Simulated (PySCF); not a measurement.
allene (C₃H₄), SMILES C=C=C.

The structure is a stationary point at PBE0-D3(BJ)/def2-TZVP.

Method: B3LYP/def2-TZVPD run with PySCF.

Estimate the frontier levels, gap, dipole moment and polarisability. (An estimate is asked for; the answer gives what the named calculation found.)


```yaml
highest_occupied_level: -7.51 eV
lowest_empty_level: 0.00 eV
orbital_gap: 7.51 eV
dipole_moment: 0.00 D
quadrupole, principal values (traceless, Buckingham form, about the centre of nuclear charge): -1.82, -1.82, 3.65 D·Å
mean_static_polarisability: 40.9 bohr³ (6.06 Å³)
polarisability_principal_values: 29.7, 29.7, 63.1 bohr³
```
